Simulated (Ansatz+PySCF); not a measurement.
Two shapes of doublet CH₄O(+).

Shape 1:

```xyz
6

C     0.0000    0.0736   -0.3393
O     0.0000   -0.5404    0.8687
H     0.7877   -0.3830   -0.9172
H     0.0000    0.0738    1.6412
H     0.0000    1.1589   -0.3361
H    -0.7877   -0.3830   -0.9172
```

Shape 2:

```xyz
6

C     0.0000    0.0778   -0.3339
O     0.0000   -0.5361    0.8741
H     0.8096   -0.3915   -0.9280
H     0.0000    0.0781    1.6465
H     0.0000    1.1632   -0.3308
H    -0.8096   -0.3915   -0.9280
```

Basis set: cc-pVTZ (spherical functions). Left uncorrelated: 2 orbitals. Correlation on ROHF uses semicanonical orbitals with singles. Charge 1, multiplicity 2.

Computed with Ansatz (development build ahead of 0.2.0); each method stands on the lowest determinant of its kind that the runs found.

(1) Which shape is lower in energy, and by how much in each method?

## Answers

(1)

| method | E(2) − E(1) (eV) |
| --- | --- |
| ROHF | -0.002 |
| UHF | -0.008 |
| ROHF-MP2 | -0.046 |
| UHF-MP2 | -0.048 |
| ROHF-CCSD(T) | -0.054 |

Shape 2 is lower. Caution for ROHF-MP2, ROHF-CCSD(T): large amplitudes, a single reference is doubtful.
